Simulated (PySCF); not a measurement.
## Partial charges of `C=CC(F)(F)F`

Compound: C3H3F3.
SMILES with atom numbers: `[CH2:1]=[CH:2][C:3]([F:4])([F:5])[F:6]` (hydrogens: H7, H8 on C1; H9 on C2)

Structure used (PBE0-D3(BJ)/def2-SVP), in Å, numbered top down from 1:
```
atom  x, y, z in Å
C1    -1.082    0.457   -0.735
C2    -0.208    0.505    0.265
C3     0.839   -0.538    0.490
F4     0.793   -1.513   -0.418
F5     2.065   -0.004    0.449
F6     0.699   -1.100    1.697
H7    -1.834    1.239   -0.864
H8    -1.074   -0.365   -1.454
H9    -0.197    1.318    0.997
```

Density: PBE0/pcSseg-1 (PySCF); schemes: Mulliken, IAO, Hirshfeld and ESP-fitted. Isolated species at its PBE0-D3(BJ)/def2-SVP geometry, gas phase.

Question: Do the Mulliken, IAO, Hirshfeld and ESP-fitted schemes agree on where the charge is lowest?

Answer: The schemes don't all agree: Mulliken C2 (-0.336); IAO F5 and F6 (-0.282); Hirshfeld F5 and F6 (-0.100); ESP-fitted C1 (-0.317).

Question: At which atom do the 4 schemes differ most?

Answer: At C3: from +0.255 (Hirshfeld) to +0.833 e (Mulliken), 0.578 e apart.

Question: Tabulate the Mulliken, IAO, Hirshfeld and ESP-fitted charges.

Answer: In e:

```csv
atom,environment,Mulliken,IAO,Hirshfeld,ESP-fitted
C1,terminal =CH2 carbon,-0.129,-0.265,-0.071,-0.317
C2,alkene CH carbon,-0.336,-0.199,-0.076,-0.265
C3,CF3 carbon,+0.833,+0.806,+0.255,+0.612
F4,fluorine of a CF3 group,-0.264,-0.279,-0.082,-0.180
F5,fluorine of a CF3 group,-0.269,-0.282,-0.100,-0.204
F6,fluorine of a CF3 group,-0.269,-0.282,-0.100,-0.203
H7,vinylic hydrogen,+0.142,+0.166,+0.063,+0.185
H8,vinylic hydrogen,+0.145,+0.167,+0.052,+0.185
H9,vinylic hydrogen,+0.147,+0.169,+0.059,+0.186
```

Mean size of the charges over all atoms: IAO 0.290 e, Mulliken 0.282 e, ESP-fitted 0.260 e, Hirshfeld 0.095 e. Each set sums to the total charge, 0, to within 0.001 e. The Hirshfeld scheme divides the density at each point in proportion to the densities of the neutral, spherically averaged free atoms.

Question: How many electrons does the ESP-fitted scheme count on F5?

Answer: Z − q = 9 − (-0.204) = 9.204.

Question: Sum the charges by element.

Answer: 
```
element  atoms  Mulliken     IAO  Hirshfeld  ESP-fitted
      C      3    +0.368  +0.342     +0.108      +0.030
      F      3    -0.802  -0.843     -0.282      -0.587
      H      3    +0.434  +0.501     +0.174      +0.556
```

Question: How closely do the schemes follow one another over all atoms?

Answer: Correlation coefficient and root-mean-square difference: IAO with Hirshfeld 1.00, 0.235 e; Mulliken with Hirshfeld 0.99, 0.240 e; Mulliken with IAO 0.98, 0.067 e; IAO with ESP-fitted 0.98, 0.087 e; Hirshfeld with ESP-fitted 0.98, 0.184 e; Mulliken with ESP-fitted 0.96, 0.111 e.
